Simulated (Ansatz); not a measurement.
## Ansatz (development build ahead of 0.2.0) run

```yaml
crystal:
  periodic: [false, false, false]
  atoms:
    - { symbol: Li, position_ang: [0.0, 0.0, 0.0] }
    - { symbol: H, position_ang: [0.0, 0.675, 1.6] }
    - { symbol: H, position_ang: [0.0, -0.675, 1.6] }
basis:
  gaussian: { orbitals: pcseg-2 }
magnetization:
  initial_magnetization: 1
hamiltonian:
  xc: { name: BLYP }
```

The input is written out in the form of the current development build from the run's settings.

Output:

```json
{
  "Converged": "yes",
  "Total energy": "-8.60780 hartree",
  "Spin squared of the determinant": "0.750",
  "Stability test": "saddle among restricted orbitals"
}
```

Caution: the determinant is a saddle point.
